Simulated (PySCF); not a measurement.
Coordinates in bohr (charge -1 multiplicity 2):
```
S     0.0000    0.0000   -1.1697
S     3.5252   -0.0001    0.3899
S    -1.7625    3.0529    0.3899
S    -1.7626   -3.0528    0.3899
```

All numbers come from UPBE0 in PySCF with S def2-SVPD; no relativity; density-fitted integrals.

This geometry of S₄⁻ is a stationary point at this level.

Problem. What is the point group?

Solution. C3v.

Problem. Is it a minimum?

Solution. No: it has 2 imaginary modes (one degenerate set), at 108i cm⁻¹ (e).

Problem. List the harmonic modes with their infrared intensities.

Solution. 
```json
{"symmetry": "e", "ω (cm⁻¹)": "108i", "IR (km/mol, summed over degenerate members)": "–", "type": "bend"}
{"symmetry": "a1", "ω (cm⁻¹)": "254", "IR (km/mol, summed over degenerate members)": "0.0", "type": "bend"}
{"symmetry": "e", "ω (cm⁻¹)": "459", "IR (km/mol, summed over degenerate members)": "3.8", "type": "stretch"}
{"symmetry": "a1", "ω (cm⁻¹)": "502", "IR (km/mol, summed over degenerate members)": "0.8", "type": "mixed"}
```

Problem. What are the dipole moment and the gap between the highest occupied and lowest empty levels of either spin?

Solution. 0.72 D about the centre of mass and 1.91 eV.

Problem. Give the atomic charges and bond orders.

Solution. 
| atom | Mulliken | Löwdin | polar tensor | spin (Mulliken) | Mayer order to S1 |
| --- | --- | --- | --- | --- | --- |
| S1 | -0.04 | -0.64 | -0.36 | -0.14 | – |
| S2,3,4 | -0.32 | -0.12 | -0.21 | 0.38 | 1.22 |

In C3v the vibrations span 2e + 2a1.

Only a few start shapes were tried, so a lower isomer may exist.
